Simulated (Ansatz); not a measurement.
# BN (boron nitride) at U-r2SCAN0/cc-pVTZ

What is the energy change on altering one bond length of BN (boron nitride) at U-r2SCAN0/cc-pVTZ? 

The results are computed with Ansatz 0.2.0.

32 further runs of the same task are left out: 32 set aside as unsound or not needed.

## 1. Starting point

The species is BN (2 atoms), meant as a triplet with charge 0. SMILES: `B#N`. Geometry: relaxed at PBE0-D4/def2-TZVP.

Bond lengths: B1–N2 1.315 Å.

## 2. A single-point energy at U-r2SCAN0/cc-pVTZ

Input file input.yaml:

```yaml
crystal:
  periodic: [false, false, false]
  atoms:
    - {symbol: B, position_ang: [-0.000000, -0.000000, -0.023520]}
    - {symbol: N, position_ang: [0.000000, 0.000000, 1.291950]}
basis:
  gaussian:
    orbitals: cc-pVTZ
total_charge: 0
magnetization:
  spin_polarized: true
  initial_magnetization: 2
hamiltonian:
  xc: {name: r2SCAN0}
accuracy: high
output: {orbitals: {seedname: orbitals}}
```

The run is started by

```
$ ansatz run input.yaml --threads 1 --pin off --max-ram 3480MiB --events-out events.jsonl --progress --plain --runs-dir runs
```

Output:

```text
Warning: RAYON_NUM_THREADS=1 ignored (pool sized by the plan → 1); use --threads N
Functional definition: r2SCAN0
  name "r2SCAN0"
  parameter a = 0.25
  parameter k0 = 0.174
  parameter k1 = 0.065
  parameter a1 = 4.9479
  exchange = (1 - a)*r2scan_x(k0 = k0, k1 = k1, a1 = a1) + a*exact_x
  correlation = r2scan_c
848 factors; integrals over basis functions are off by at most 2.6e-9 eV
mean field evaluation 1: about -2156.8566 eV, gradient 2.7e1 eV
mean field evaluation 2: about -2141.3384 eV, gradient 5.9e1 eV
mean field evaluation 4: about -2160.1183 eV, gradient 9.9e-1 eV
mean field evaluation 8: about -2160.1370 eV, gradient 1.0e-1 eV
mean field evaluation 16: about -2160.1377 eV, gradient 8.2e-5 eV
mean field -2160.13765561 eV, -79.3835946498 hartree, gradient 4.3e-8 eV, S^2 2.007933; 1 other end points of the search recorded, 0 dependent functions left out
reference -2160.13765735 eV, -79.3835947136 hartree; 7, 5 occupied and 53, 55 virtual orbitals, 848 factors
Total energy: -2160.13765735 eV, -79.3835947136 hartree
```

Wall time 4.2 s (1 thread of Arm Neoverse V1, shared host); peak memory 0.17 GiB.

## 3. The distorted shape, same level

Input file job.yaml:

```yaml
crystal:
  periodic: [false, false, false]
  atoms:
    - {symbol: B, position_ang: [-0.000000, -0.000000, -1.602050]}
    - {symbol: N, position_ang: [0.000000, 0.000000, 1.291950]}
basis:
  gaussian: {orbitals: cc-pVTZ}
magnetization: {spin_polarized: true, initial_magnetization: 2}
hamiltonian: {xc: {name: r2SCAN0}}
accuracy: high
output: {orbitals: {seedname: orbitals}}
```

The run is started by

```
$ ansatz run job.yaml --threads 1 --pin off --max-ram 3480MiB --events-out events.jsonl --progress --plain --runs-dir runs
```

Output, shortened:

```text
Warning: RAYON_NUM_THREADS=1 ignored (pool sized by the plan → 1); use --threads N
[... 8 set-up lines as earlier in the session ...]
774 factors; integrals over basis functions are off by at most 3.1e-9 eV
mean field evaluation 1: about -2149.5889 eV, gradient 2.4e1 eV
mean field evaluation 2: about -2030.0611 eV, gradient 9.7e1 eV
mean field evaluation 4: about -2154.8502 eV, gradient 5.0e0 eV
mean field evaluation 8: about -2155.8223 eV, gradient 9.8e-1 eV
mean field evaluation 16: about -2155.8334 eV, gradient 2.6e-4 eV
mean field evaluation 32: about -2155.8334 eV, gradient 2.7e-2 eV
mean field -2155.83342939 eV, -79.2254172538 hartree, gradient 8.4e-8 eV, S^2 2.832987; 3 other end points of the search recorded, 0 dependent functions left out
reference -2155.83343088 eV, -79.2254173083 hartree; 7, 5 occupied and 53, 55 virtual orbitals, 774 factors
Total energy: -2155.83343088 eV, -79.2254173083 hartree
```

Wall time 9.3 s (1 thread of Arm Neoverse V1, shared host); peak memory 0.17 GiB.

## 4. Summary of results

Level: U-r2SCAN0/cc-pVTZ.

| quantity | value |
| --- | --- |
| first shape: total energy | -79.38359 Eh |
| first shape: HOMO energy (highest over α and β) | -8.81 eV |
| first shape: LUMO energy (lowest over α and β) | -4.61 eV |
| first shape: ⟨S²⟩ | 2.008 |
| distorted shape: total energy | -79.22542 Eh |
| distorted shape: HOMO energy (highest over α and β) | -6.03 eV |
| distorted shape: LUMO energy (lowest over α and β) | -2.54 eV |
| distorted shape: ⟨S²⟩ | 2.833 |
| energy change with the B1–N2 bond stretched from 1.315 to 2.894 Å | 4.304 eV |

In words: With the B1–N2 bond stretched from 1.315 to 2.894 Å the energy rises by 4.30 eV (415 kJ/mol). The first shape isn't relaxed at this level, so the change isn't measured from a minimum. ⟨S²⟩ (distorted shape) is 2.83 where a pure triplet has 2.00: the reference is spin-contaminated.
